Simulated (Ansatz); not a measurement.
# Worked example: PH₄⁺, triplet against PH4, doublet

Geometry (PBE0/def2-TZVP stationary point of a doublet), kept for both states (PH4, doublet: A1; PH4⁺, triplet: A1):

```json
{"atom": "P", "x (Å)": "0.0456", "y (Å)": "0.0000", "z (Å)": "0.0000"}
{"atom": "H", "x (Å)": "0.1616", "y (Å)": "0.0000", "z (Å)": "-1.5147"}
{"atom": "H", "x (Å)": "-0.8626", "y (Å)": "1.0782", "z (Å)": "0.0000"}
{"atom": "H", "x (Å)": "-0.8626", "y (Å)": "-1.0782", "z (Å)": "0.0000"}
{"atom": "H", "x (Å)": "0.1616", "y (Å)": "0.0000", "z (Å)": "1.5147"}
```

Basis cc-pVDZ; Ansatz 0.2.0. Only valence electrons are correlated (noble-gas cores frozen). Prefix R: restricted or restricted open-shell reference; prefix U: unrestricted.

Full CI isn't at hand for all of this; UCCSDT(Q) serves as the reference, and is uncertain by about the last step of the cluster series.

| level | E(PH4, doublet) (hartree) | E(PH4⁺, triplet) (hartree) |
| --- | --- | --- |
| UHF | -342.961771 | -342.550562 |
| UMP2 | -343.104551 | -342.670765 |
| UCCSD(T) | -343.141245 | -342.708430 |
| PBE | -343.480989 | -343.049665 |
| PBE0 | -343.516781 | -343.080820 |
| UCCSDT(Q) | -343.142191 | -342.709640 |

Give the vertical gap, PH4⁺ triplet less PH4 doublet, at each level in eV (1 hartree = 27.2114 eV), and each error against UCCSDT(Q).

UCCSDT(Q): (-342.709640 − (-343.142191)) × 27.2114 = 11.770 eV (the reference)
PBE0: (-343.080820 − (-343.516781)) × 27.2114 = 11.863 eV, error 0.093 eV
PBE: (-343.049665 − (-343.480989)) × 27.2114 = 11.737 eV, error -0.033 eV
UCCSD(T): (-342.708430 − (-343.141245)) × 27.2114 = 11.778 eV, error 0.008 eV
UMP2: (-342.670765 − (-343.104551)) × 27.2114 = 11.804 eV, error 0.034 eV
UHF: (-342.550562 − (-342.961771)) × 27.2114 = 11.190 eV, error -0.580 eV

Total energies of functionals can't be set beside those of wave-function methods, since they hold the core's correlation and their own absolute errors; only the differences compare.

In so small a basis the reference is far from its limit while semilocal and hybrid functionals are nearer theirs, so the functionals' errors here hold much of the reference's basis and frozen-core error, which can add to them or hide them.

Each level lands on the state that its own search finds. T1 diagnostics of restricted CCSD: 0.023 and 0.024.
